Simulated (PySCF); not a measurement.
The first ionisation energy along group 15

All values are computed (PySCF 2.14, energy differences of UHF-based or UKS calculations, no spin-orbit coupling). Values in eV. The last column holds reference values (NIST; (s) semi-empirical, (t) theoretical, else measured). Unmarked ones compare directly (S terms, centres of terms, or small fine structure); those marked * lie between the lowest fine-structure levels and include a spin-orbit shift.

```
                                                                                   element                                   configurations     UHF     LDA     PBE  MP2 (valence)  SCS-MP2 (valence)  CCSD(T) (valence)  reference
    N (aug-cc-pVTZ with one added diffuse shell each of s, p, d, f type, non-relativistic)                      [He] 2s2 2p3 → [He] 2s2 2p2  13.896  15.008  14.733         14.589             14.331             14.473     14.545
P (aug-cc-pV(T+d)Z with one added diffuse shell each of s, p, d, f type, non-relativistic)                      [Ne] 3s2 3p3 → [Ne] 3s2 3p2   9.910  10.584  10.494         10.496             10.318             10.475     10.526
  As (aug-cc-pVTZ-PP with one added diffuse shell each of s, d, f type with ECP10MDF, ECP)            [Ar] 3d10 4s2 4p3 → [Ar] 3d10 4s2 4p2   9.415   9.983   9.844          9.905              9.754              9.905     10.008
     Sb (aug-cc-pVTZ-PP with one added diffuse shell each of d, f type with ECP28MDF, ECP)            [Kr] 4d10 5s2 5p3 → [Kr] 4d10 5s2 5p2   8.583   9.121   8.965          9.001              8.875              9.015      9.124
     Bi (aug-cc-pVTZ-PP with one added diffuse shell each of d, f type with ECP60MDF, ECP)  [Xe] 4f14 5d10 6s2 6p3 → [Xe] 4f14 5d10 6s2 6p2   8.219   8.761   8.576          8.571              8.456              8.603    7.286 *
```

```
           method  elements  mean error (eV)  mean absolute error (eV)  largest error (eV)
              UHF         4           -0.600                     0.600              -0.649
              LDA         4            0.123                     0.137               0.463
              PBE         4           -0.042                     0.135               0.188
    MP2 (valence)         4           -0.053                     0.075              -0.123
SCS-MP2 (valence)         4           -0.231                     0.231              -0.253
CCSD(T) (valence)         4           -0.083                     0.083              -0.109
```

For Bi a determinant mixes LS terms or the coupling is close to jj, so these rows are model values.

Errors include the incompleteness of the basis and the frozen core.

"Valence" correlates the outer s and p shells and, in groups 3 to 12 and the f block, the outer d or f shell, open or full, or the next shell where the ion has no valence electron left; the wider scheme adds the next inner shell.
